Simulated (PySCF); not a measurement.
Some computed properties have been withheld. Give your best values.

Compound: C₃H₄ClF.
SMILES: `[C@@H]1([C@@H](Cl)C1)F`

```json
{"property": "point group of the GFN2-xTB geometry", "level": "GFN2-xTB", "value": "?"}
{"property": "rotational constants A, B, C of the GFN2-xTB geometry", "level": "GFN2-xTB", "value": "7.021, 3.065, 2.429 GHz"}
{"property": "dipole moment", "level": "PBE0/def2-SVPD", "value": "2.87 D"}
{"property": "HOMO energy", "level": "PBE0/def2-SVPD", "value": "?"}
{"property": "LUMO energy", "level": "PBE0/def2-SVPD", "value": "?"}
{"property": "lowest singlet excitation", "level": "TDDFT PBE0/def2-SVPD", "value": "6.63 eV (187 nm, f = 0.004)"}
{"property": "strongest line among the 6 lowest singlet transitions", "level": "TDDFT PBE0/def2-SVPD", "value": "S6 at 8.34 eV (149 nm, f = 0.027)"}
{"property": "lowest triplet excitation (Tamm–Dancoff)", "level": "TDA PBE0/def2-SVPD", "value": "5.98 eV"}
{"property": "static isotropic polarisability", "level": "PBE0/def2-SVPD", "value": "?"}
{"property": "electronic spatial extent ⟨r²⟩ about the centre of nuclear charge", "level": "PBE0/def2-SVPD", "value": "501 bohr²"}
{"property": "13C chemical shifts (computed TMS as zero) by class", "level": "GIAO PBE0/pcSseg-1", "value": "?"}
{"property": "1H chemical shifts (computed TMS as zero) by class", "level": "GIAO PBE0/pcSseg-1", "value": "4.50 (1 H), 2.83 (1 H), 1.03 (1 H), 1.02 (1 H) ppm"}
{"property": "isotropic shieldings of nuclei other than C and H, by class", "level": "GIAO PBE0/pcSseg-1", "value": "417 (1 F), 863 (1 Cl) ppm"}
```

Gas-phase values; electronic properties from PySCF, density fitting. Geometry: GFN2-xTB; no solvent, vibrations or thermal averaging.

What is the point group of the GFN2-xTB geometry?

C1.

The 13C chemical shifts (computed TMS as zero) by class?

72.9 (1 C), 37.8 (1 C), 17.3 (1 C) ppm.

Give the static isotropic polarisability.

48.7 au.

What is the HOMO energy?

-8.08 eV.

Give the LUMO energy.

0.16 eV.

The principal polarisabilities are 43.2, 45.8 and 57.2 au; their mean is the isotropic value. In wavenumbers S1 is 53400 cm⁻¹ (1 eV = 8065.54 cm⁻¹). The vertical singlet–triplet gap S1 − T1 is 0.65 eV (TDDFT singlet less Tamm–Dancoff triplet; S1: HOMO→LUMO, weight 0.96; T1: HOMO→LUMO, weight 0.90). No computed singlet falls in the visible range (750 to 380 nm, 1.65 to 3.26 eV); S1 lies 3.37 eV above its blue end. The rotational constants make it an asymmetric top with κ = (2B − A − C)/(A − C) = -0.72, nearer the prolate limit (−1).

For the NMR shielding job (PBE0/pcSseg-1), the run took 7.8 s wall (with the writing of density and orbital grids) on one thread, Arm Neoverse V2 (aarch64), no GPU, on a shared host, and the process peaked at 0.51 GiB of memory.
